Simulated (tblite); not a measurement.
Species: C₆H₉ (doublet state).
Cartesian coordinates in Å at the GFN2-xTB level; atoms count from 1:
```xyz
15
C6H9 angstrom
C      0.1223   -1.4829    1.1992
C      0.4584   -0.4578    0.4667
C      1.9012    0.0288    0.4156
C     -0.5373    0.2679   -0.3376
C     -0.2415    1.3161   -1.1001
C     -1.9386   -0.2607   -0.2405
H      0.5952   -2.1748    1.8563
H      2.5298   -0.5901    1.0506
H      1.9531    1.0586    0.7631
H      2.2689   -0.0256   -0.6070
H      0.7515    1.7190   -1.1913
H     -1.0037    1.8177   -1.6727
H     -1.9655   -1.3018   -0.5581
H     -2.6196    0.3175   -0.8593
H     -2.2784   -0.2239    0.7933
```

Calculated harmonic vibrations of the isolated species, GFN2-xTB (tblite), most abundant isotopes, no scaling. Errors from tens to a few hundred cm⁻¹ against measured bands are possible. One conformer, not necessarily the lowest. Open shells enter through the occupations alone, without spin polarisation, and single modes of such species can be off by tens of per cent.

Harmonic wavenumbers (cm⁻¹): 47.4, 111.5, 210.6, 253.9, 311.6, 348.2, 427.2, 461.9, 532.9, 640.7, 708.4, 723.1, 793.0, 881.8, 951.7, 984.6, 984.8, 1028.6, 1040.6, 1093.7, 1279.7, 1361.8, 1395.6, 1420.2, 1469.8, 1477.2, 1479.7, 1485.2, 1671.5, 1692.8, 3011.7, 3017.7, 3019.2, 3025.8, 3043.3, 3044.8, 3106.9, 3135.9, 3191.0.

A = 5143, B = 3400, C = 2100 MHz; mass 81.070 u (most abundant isotopes); point group Cs, symmetry number 1; spin multiplicity 2.

**Question.** Zero-point energy?

**Answer.** ½Σν̃ = 27433 cm⁻¹ = 328.17 kJ/mol.

**Question.** Give the ideal-gas entropy at 273.15 K and 1 bar in the rigid-rotor, harmonic-oscillator model (classical rotation).

**Answer.** Translation 161.85, rotation 110.09, vibration 70.55, spin (R ln 2) 5.76: S = 348.3 J/(mol K).

**Question.** And Cp and H(273.15 K) − H(0)?

**Answer.** Cp = 115.06 J/(mol K), of which vibrations give 81.80 (their classical limit is 39 R = 324.3); H(273.15 K) − H(0) = 19.67 kJ/mol without the zero-point energy, 10.59 from vibrations.

**Question.** What must be added to the electronic energy to get the Gibbs energy at 273.15 K and 1 bar?

**Answer.** ZPE + [H(273.15 K) − H(0)] − T·S = 328.17 + 19.67 − 95.13 = 252.71 kJ/mol.

**Question.** How do the functions run with temperature in this model?

**Answer.** 
| T (K) | S (J/(mol K)) | Cp (J/(mol K)) | H − H(0) (kJ/mol) | G − H(0) (kJ/mol) | ln q(vib) |
| --- | --- | --- | --- | --- | --- |
| 50 | 229.2 | 45.3 | 1.92 | -9.54 | 0.34 |
| 100 | 265.0 | 60.0 | 4.54 | -21.96 | 1.03 |
| 298.15 | 358.7 | 123.1 | 22.65 | -84.29 | 4.25 |
| 373.15 | 388.8 | 146.2 | 32.76 | -112.33 | 5.56 |
| 500 | 436.5 | 180.3 | 53.54 | -164.72 | 7.80 |
| 750 | 519.5 | 229.2 | 105.14 | -284.51 | 12.18 |
| 1000 | 590.3 | 262.3 | 166.82 | -423.46 | 16.34 |

q(vib) and H(0) count from the zero-point level.

**Question.** Blend soft modes into free rotors: weight 1/[1 + (100 cm⁻¹/ν̃)⁴] for the oscillator and the rest for a rotor with moment μB/(μ + B), μ = h/(8π²ν), B = 10⁻⁴⁴ kg m². What vibrational entropy results?

**Answer.** 65.04 J/(mol K) in place of 70.55, which changes −T·S at 273.15 K by +1.50 kJ/mol.

Hindered rotation and anharmonicity are outside this model. Other conformers, if any are populated, would add a mixing term that is left out.
